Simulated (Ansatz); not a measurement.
Rock-salt RbCl, treated with G0W0@HSE06 (Ansatz, a quantum-chemistry and plane-wave program, plane waves, hard PAW, contour deformation).

The same calculation (at the measured cell, 35.771 Å³/atom) with different numerical settings; throughout: k mesh 2×2×2:

| run | response cutoff (eV) | empty bands | quasiparticle gap on the mesh (eV) | quasiparticle gap at Γ (eV) | rough time |
|---|---|---|---|---|---|
| 1 | 100 | 298 | 8.154 | 8.154 | 80 core-s |
| 2 | 150 | 548 | 8.286 | 8.286 | 3 core-min |
| 3 | 200 | 844 | 8.351 | 8.351 | 7 core-min |
| 4 | 250 | 1180 | 8.386 | 8.386 | 10 core-min |
| 5 | 300 | 1551 | 8.410 | 8.410 | 30 core-min |

In the column quasiparticle gap on the mesh (eV) the first row differs from the last by -0.256 and the next to last by -0.024.

The last row is no converged limit: other settings stay fixed.

Spin–orbit coupling is not included.

Note: GW on a hybrid start was not checked against another program.
